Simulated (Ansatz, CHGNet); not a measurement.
# Litharge SnO: properties by level of theory

Reference values: lattice constant a 3.801 Å (measured, temperature not stated, no zero-point or thermal correction; as tabulated in Electronic properties of the Sn1−xPbxO alloy and band alignment of the SnO/PbO …); lattice parameter c 4.835 Å (measured, temperature not stated, no zero-point or thermal correction; as tabulated in Electronic properties of the Sn1−xPbxO alloy and band alignment of the SnO/PbO …).

```tsv
level (code)	equilibrium lattice constant a (Å)	lattice parameter c (Å)
CHGNet-r²SCAN	…	…
LDA (Ansatz)	3.768	…
rVV10 (Ansatz)	3.889	4.947
HSE06 (Ansatz)	3.799	…
```

### Question
Fill in the missing entries.

### Answer

- CHGNet-r²SCAN, equilibrium lattice constant a (Å): 3.727
- CHGNet-r²SCAN, lattice parameter c (Å): 5.475
- LDA (Ansatz, a first-principles code), lattice parameter c (Å): 4.658
- HSE06 (Ansatz), lattice parameter c (Å): 5.014

Differences from the reference values (errors of the level alone only where the reference is corrected to a static lattice):

```json
[
 {"level": "CHGNet-r²SCAN", "lattice constant a (%)": "-1.95", "lattice parameter c (%)": "+13.2"},
 {"level": "LDA", "lattice constant a (%)": "-0.87", "lattice parameter c (%)": "-3.66"},
 {"level": "rVV10", "lattice constant a (%)": "+2.32", "lattice parameter c (%)": "+2.32"},
 {"level": "HSE06", "lattice constant a (%)": "-0.05", "lattice parameter c (%)": "+3.70"}
]
```

Nearest: lattice constant a, not ranked (reference at room or unstated temperature); lattice parameter c, not ranked (reference at room or unstated temperature). Values with a doubt, or to which a potential was fitted, aren't ranked.

Machine-learned potentials (CHGNet-r²SCAN) are trained on DFT data: a solid inside that data is no test of them.

Caveats: LDA has no dispersion term either, though it tends to give short spacings of layers, chains or molecules (LDA); the cell comes from a level without a dispersion term, which matters for the spacing of layers, chains or molecules (HSE06); the cell has another shape than the first-principles one, perhaps another minimum in the same group (CHGNet-r²SCAN). Ansatz's density-functional and Hartree–Fock values are scalar-relativistic unless marked +SOC, with PAW data made under PBE.

Differences are worked out from the printed values.

Static lattice: no zero-point or thermal effects.
